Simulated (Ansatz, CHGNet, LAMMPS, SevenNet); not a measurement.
Ladder of methods for the elastic constant C13 of corundum (α-Al2O3)

Reference value: 116 GPa (measured, temperature not stated, no zero-point or thermal correction, sources range from 112 to 116; as tabulated in Oses et al. (2018), arXiv:1811.08464).

### Question
What do ionic model lewis1985b, ionic model matsui1994, CHGNet-r²SCAN, SevenNet-l3i5, LDA, PBE give, and how far is each from the reference?

### Answer

| level (code) | value (GPa) | cell (Å³/atom) | difference (%) |
|---|---|---|---|
| ionic model lewis1985b (shell model, LAMMPS) | 192 | 7.99 | +66 |
| ionic model matsui1994 (rigid ions, LAMMPS) | 152 | 8.27 | +31 |
| CHGNet-r²SCAN (CHGNet) | 142 | 8.47 | +22 |
| SevenNet-l3i5 (SevenNet) | 108 | 8.75 | -6.9 |
| LDA (Ansatz) | 127 | 8.32 | +9.5 |
| PBE (Ansatz) | 106 | 8.76 | -8.6 |

Leaving aside ionic model lewis1985b, ionic model matsui1994, which can be fitted to such values or carry a doubt: The reference's temperature isn't stated, so close values are not ranked against it.

The measured value isn't corrected to a static lattice, so vibrations enter the comparison.  Each level is taken at its own relaxed cell. Ansatz's density-functional and Hartree–Fock values are scalar-relativistic unless marked +SOC, with PAW data made under PBE.

Empirical potentials (ionic model lewis1985b, ionic model matsui1994) are fitted to chosen data, which need not cover the solid at hand: agreement can be built in, and what lay outside the fit can be far off. Machine-learned potentials (CHGNet-r²SCAN, SevenNet-l3i5) are trained on DFT data, which may include these solids.

Differences are worked out from the printed values.

Ansatz is a program for electronic structure.
